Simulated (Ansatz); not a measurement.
# HGe–PH, doublet in cc-pVTZ: errors against RCCSDT(Q)

Geometry: a PBE0/def2-TZVP stationary point for this spin, not checked as a minimum.

```xyz
4

Ge    0.0000   -0.0562    0.6389
P     0.0000    0.1316   -1.4889
H     0.0000    1.2721    1.4631
H     0.0000   -1.2656   -1.7544
```

Basis cc-pVTZ; Ansatz 0.2.0. Correlated methods freeze the noble-gas cores and the filled d shells of p-block atoms, which leaves 11 electrons in 86 orbitals. Prefix R: restricted or restricted open-shell reference; prefix U: unrestricted. Active spaces: valence = (11e, 10o) chosen from the atoms' valence shells. No spin–orbit coupling is included, and no scalar relativity.

Full CI isn't at hand for all of this; RCCSDT(Q) serves as the reference, and is uncertain by about the last step of the cluster series. The frozen core follows each run's orbitals, which can shift R against U totals by a few meV for light atoms and by up to 0.1 eV past Ca.

```
UHF ⟨S²⟩                          : 1.217
T1 diagnostic (RCCSD)             : 0.0336
largest doubles amplitude (RCCSD) : 0.121
```

| level | E − E(RCCSDT(Q)) (kcal/mol) | share of correlation (%) | wall time |
| --- | --- | --- | --- |
| RHF | 186.01 | 0.00 | – |
| RMP2 | 30.99 | 83.34 | – |
| RCCSD | 11.75 | 93.69 | – |
| RCCSD(T) | 1.70 | 99.08 | 7 s (H100) |
| BCCD(T) | 1.75 | 99.06 | 5.5 s (H100) |
| RCCSDT | 0.82 | 99.56 | – |
| CASSCF (valence space) | 131.83 | 29.13 | – |
| NEVPT2 (valence space) | 30.23 | 83.75 | 7 s (H100) |
| MRCISD (valence space) | 13.46 | 92.76 | – |
| MRCISD+Q (valence space) | 1.96 | 98.95 | 12 s (H100) |

The correlation energy at RCCSDT(Q), counted from RHF, is -8.066 eV. That run took 25 s on 2 threads of AMD EPYC 7R13 with a shared H100 80 GB, shared host.

Run but not shown, since their state or frozen core can't be matched to the reference's or they repeat it: UHF, UMP2, UCCSD, UCCSD(T), UCCSDT, UCCSDT(Q).

Times hold each run's SCF and search for its determinant on a shared host, so for small cases they say little of a method's own cost.

Natural occupations of CASSCF (valence space) about the gap: 1.977 1.968 1.953 1.903 1.015 0.102 0.037 0.031 0.022; effectively unpaired electrons, Σ n²(2−n)², 1.10.

Atomization energy (electronic, same basis, no zero-point term; atoms at the same level, unrestricted beside the R rows where the molecule is a closed shell, but restricted open-shell past Ca, as are all atoms' steps beyond CCSDT(Q)) at RCCSDT(Q): 815.4 kJ/mol. Errors of other levels:

| level | error (kJ/mol) |
| --- | --- |
| RHF | -314.3 |
| RMP2 | -25.9 |
| RCCSD | -30.3 |
| RCCSD(T) | -3.4 |
| BCCD(T) | -3.5 |
| RCCSDT | -3.0 |
| CASSCF (valence space) | -119.6 |
| NEVPT2 (valence space) | -32.4 |
| MRCISD (valence space) | -33.9 |
| MRCISD+Q (valence space) | -9.6 |

This basis is far from its limit, so the value isn't to be set against a measured one. Truncated CI isn't size-consistent, which counts against it in atomization.
